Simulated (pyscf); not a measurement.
A first-order saddle from PySCF, ωB97X-D3(BJ)/def2-SVP:

```xyz
7

Cl     1.8928     1.5066    -0.3997
Ge     1.1297    -0.3562     0.2892
Cl     2.3512    -1.2218     1.8015
H     -0.5827    -0.3560     0.6140
H      1.1292    -1.3264    -0.9115
Cl    -0.2786     1.1317     2.4211
Cl    -2.0284    -0.1289     1.1098
```
Charge 0, spin multiplicity 1.

Surface: singlet, charge 0. Lowest wavenumbers (cm⁻¹): 2062i, 8, 81, 90, 121.

Problem. What reaction is this the transition state of?

Solution. Cl–GeH₂–Cl + chlorine (Cl–Cl) ⇌ Cl–GeH(Cl)–Cl + hydrogen chloride (HCl), a four-centre exchange read from left to right: Ge–H, Cl–Cl broken and Cl–Ge, Cl–H formed. At ωB97M-D3(BJ)/def2-TZVP it lies +68.3 kcal/mol from the left side and +125.3 kcal/mol from the right (each side as separated species at their lowest minima found). The same reactants have a lower exit, to Cl• + Cl• + Cl–GeH₂–Cl (no saddle counted: cutting one bond costs +58.8 kcal/mol at ωB97M-D3(BJ), against +68.3 kcal/mol here). This is the saddle that the search found; another between the same sides may lie lower. A restricted solution here is unstable towards spin polarisation, so biradical character is likely and single-reference numbers are less safe. Elements up to Kr have no core potential and no relativistic terms here.
